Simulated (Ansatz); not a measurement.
# Si–BH₂⁺, singlet: the ladder up to full CI

Geometry: that of the Si–BH2, doublet, kept fixed.

```xyz
4

Si    0.0000    0.0000    0.6345
B     0.0000    0.0000   -1.2907
H     0.0000   -1.0258   -1.9185
H     0.0000    1.0258   -1.9185
```

Basis 6-31G; Ansatz 0.2.0. Correlated methods freeze the noble-gas cores, which leaves 8 electrons in 20 orbitals. R marks a restricted (for open shells ROHF) determinant, U an unrestricted one. Active spaces: valence = (8e, 10o) chosen from the atoms' valence shells.

Full CI is exact within this basis and frozen core; it isn't the basis-set limit. The frozen core follows each run's orbitals, which can shift R against U totals by a few meV.

The UHF ⟨S²⟩ is 0.508 and the T1 diagnostic (RCCSD) is 0.0124. The largest doubles amplitude (RCCSD) is 0.090.

```tsv
level	E − E(full CI) (kJ/mol)	share of correlation (%)	wall time
RHF	283.0	0.00	–
RMP2	81.4	71.22	–
CISD	21.3	92.47	0.43 s
RCCSD	6.1	97.84	–
RCCSD(T)	1.7	99.39	0.45 s
BCCD(T)	1.7	99.41	0.36 s
RCCSDT	0.4	99.87	–
CISDTQ	0.7	99.74	1.6 s
RCCSDT(Q)	0.1	99.96	0.89 s
RCCSDTQ	0.0	100.00	7.5 s
CASSCF (valence space)	69.7	75.38	–
NEVPT2 (valence space)	18.5	93.46	3.8 s
MRCISD (valence space)	1.7	99.39	–
MRCISD+Q (valence space)	0.6	99.80	6 s
```

The correlation energy at full CI, counted from RHF, is -2.933 eV. That run took 12 s on 2 threads of AMD EPYC 7R13 with a shared H100 80 GB, shared host over 5,884,777 determinants.

Run but not shown, since their state or frozen core can't be matched to the reference's or they repeat it: UHF, UMP2, UCCSD, UCCSD(T), UCCSDT, UCCSDT(Q), UCCSDTQ.

Times hold each run's SCF and search for its determinant on a shared host, so for small cases they say little of a method's own cost; they ran on 1 thread of AMD EPYC 7R13.

The full-CI state has the irrep A1 of C2v, in the program's axes.

Natural occupations of full CI about the gap: 1.970 1.964 1.960 1.902 0.054 0.048 0.024 0.021 0.019 0.013; effectively unpaired electrons, Σ n²(2−n)², 0.08.
